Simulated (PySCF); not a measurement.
## A search over the determinants of AlSi⁺

Unrestricted PBE0; Al pcseg-1, Si pcseg-1; no relativity (PySCF 2.14). Outer shells of the fragments: Al+ 3s2; Si 3s2 3p2.

Followed along the bond (rough minima from three points):

```json
{"2Ms+1": "3", "unpaired": "σ ↑, π ↑", "⟨S²⟩ at the start": "2.01", "R at minimum (Å)": "2.79", "Te (eV)": "0.00"}
{"2Ms+1": "1", "unpaired": "σ ↓, π ↑", "⟨S²⟩ at the start": "1.02", "R at minimum (Å)": "2.75", "Te (eV)": "0.18"}
{"2Ms+1": "3", "unpaired": "π ↑↑", "⟨S²⟩ at the start": "2.03", "R at minimum (Å)": "2.43", "Te (eV)": "0.26"}
{"2Ms+1": "1", "unpaired": "π ↑↓", "⟨S²⟩ at the start": "1.01", "R at minimum (Å)": "2.44", "Te (eV)": "0.52"}
{"2Ms+1": "1", "unpaired": "none", "⟨S²⟩ at the start": "0.00", "R at minimum (Å)": "2.44", "Te (eV)": "1.25"}
```

Solutions found at the starting distance of 2.410 Å, counted from the lowest of them; the search is not exhaustive and high or unbound solutions are not listed, so other states can lie among these:

| 2Ms+1 | unpaired | term | E (eV) | ⟨S²⟩ | ⟨Lz²⟩ | μ (D) |
| --- | --- | --- | --- | --- | --- | --- |
| 3 | π ↑↑ | ³Σ⁻ | 0.00 | 2.03 | 0.00 | -2.77 |
| 3 | σ ↑, π ↑ | ³Π | 0.01 | 2.01 | 1.00 | -1.26 |
| 1 | σ ↓, π ↑ | mixed | 0.15 | 1.02 | 1.00 | -1.36 |
| 1 | π ↑↓ | mixed | 0.26 | 1.01 | 2.01 | -2.71 |
| 1 | none | mixed | 0.99 | 0.00 | 2.00 | -2.46 |
| 1 | none | ¹Σ⁺ | 1.44 | 0.00 | 0.00 | 1.80 |

A term symbol is given only where ⟨S²⟩ and ⟨Lz²⟩ are close to those of a pure state; real π, δ and φ orbitals otherwise mix terms. A positive dipole points towards Si; it is taken about the centre of mass and depends on that origin.
